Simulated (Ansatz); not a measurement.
Molecule: SiH₂, net charge -1, doublet state. 
Geometry from a B3LYP-D3(BJ)/def2-TZVP (Ansatz, a program for electronic structure) optimisation:
```
Si
H 1 1.5524
H 1 1.5524 2 91.98
```
Charge -1, spin multiplicity 2.

Basis-set convergence of Hartree-Fock and CCSD(T) correlation energies (hartree) with Ansatz. Valence correlation only, unless marked. Open shells are spin-unrestricted. No spin-orbit coupling. No relativistic terms. This anion needs diffuse functions, which these sets lack.

| basis | functions | E(HF) | E(corr, CCSD(T)) |
|---|---|---|---|
| cc-pV(D+d)Z | 33 | -290.03235 | -0.12591 |
| cc-pV(T+d)Z | 67 | -290.04632 | -0.15410 |
| cc-pV(Q+d)Z | 124 | -290.05367 | -0.16243 |
| cc-pV(5+d)Z | 210 | [?] | [?] |

Fill in the missing entries.


- cc-pV(5+d)Z, E(HF): -290.05492
- cc-pV(5+d)Z, E(corr, CCSD(T)): -0.16490
